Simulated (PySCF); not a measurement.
Species: C₃H₃F₃.
SMILES: `F/C=C(/F)CF`

Level: CAM-B3LYP/def2-SVPD in PySCF, non-relativistic, on one gas-phase PBE0-D3(BJ)/def2-SVP geometry that isn't relaxed in the solvent. The solvent is an IEF-PCM continuum (Bondi radii, 1.10 Å for H, scaled by 1.2), and excitations are vertical TDDFT with non-equilibrium linear response and a frozen core. The model holds no explicit solvent molecules, cavitation or dispersion.

Gas-phase singlets (H = HOMO, L = LUMO):

| state | E (eV) | λ (nm) | f | leading configuration |
| --- | --- | --- | --- | --- |
| S1 | 7.021 | 177 | 0.316 | H→L 90% |
| S2 | 7.207 | 172 | 0.029 | H→L+1 63% |
| S3 | 7.661 | 162 | 0.031 | H→L+2 43% |
| S4 | 8.209 | 151 | 0.000 | H-1→L 92% |
| S5 | 8.317 | 149 | 0.001 | H→L+3 68% |

What are the lowest 5 singlets in chloroform (ε = 4.711)?

```
state  E (eV)  λ (nm)      f  leading configuration  change by rank (eV)
   S1   6.894     180  0.386                H→L 94%               -0.127
   S2   7.227     172  0.021              H→L+1 58%               +0.020
   S3   7.587     163  0.043              H→L+2 51%               -0.074
   S4   8.249     150  0.000              H-1→L 91%               +0.040
   S5   8.459     147  0.002              H→L+3 82%               +0.142
```

The ground-state energy changes by -0.137 eV from gas to chloroform. By how much does the total energy of gas-phase S1 change?

E(S1) = E(S0) + excitation energy, so it changes by -0.137 − 0.127 = -0.264 eV: it is lowered more than the ground state, which is what a red shift means. This is the vertical state, with the slow part of the continuum still set for S0.

How do the frontier levels move from gas to chloroform?

```csv
orbital,gas (eV),solvent (eV),change (eV)
LUMO+2,1.90,2.00,+0.10
LUMO+1,1.29,1.48,+0.19
LUMO,0.56,0.74,+0.18
HOMO,-9.26,-9.09,+0.17
HOMO-1,-11.80,-11.68,+0.12
HOMO-2,-11.90,-11.79,+0.11
HOMO-3,-13.35,-13.22,+0.13
```

The HOMO–LUMO gap goes from 9.82 to 9.83 eV. Rows go by rank; for LUMO+2 the atom shares or the degeneracy differ between the runs, so the row needn't follow one orbital.

The values belong to the conformer `[F:1]/[CH:2]=[C:3](/[F:4])[CH2:5][F:6]`: C2–C3–C5–F6 115°.
